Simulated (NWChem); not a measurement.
**Correlation energy of phosphine (H$_{3}$P)**

SMILES: P
```xyz
4

P     -0.1302    -0.0034     0.0000
H      0.6666    -0.5810     1.0357
H      0.6666    -0.5810    -1.0357
H      0.6204     1.2123     0.0000
```
Charge 0, spin multiplicity 1.

The numbers come from NWChem runs, not from measurements. Structure: optimised with PBE0/def2-SVP, a minimum by its harmonic frequencies.

Basis set: 3-21G. Each correlation energy counts from its own Hartree-Fock reference.

The correlated methods keep 5 core orbitals frozen. Coupled-cluster values serve here as a point of comparison, not as the truth.

Question: Order these methods by the correlation energy they give, lowest first: MP2, SCS-MP2, CR-CCSD[T].

Answer: CR-CCSD[T] (-88.5 mHa), SCS-MP2 (-73.9 mHa), MP2 (-66.3 mHa)
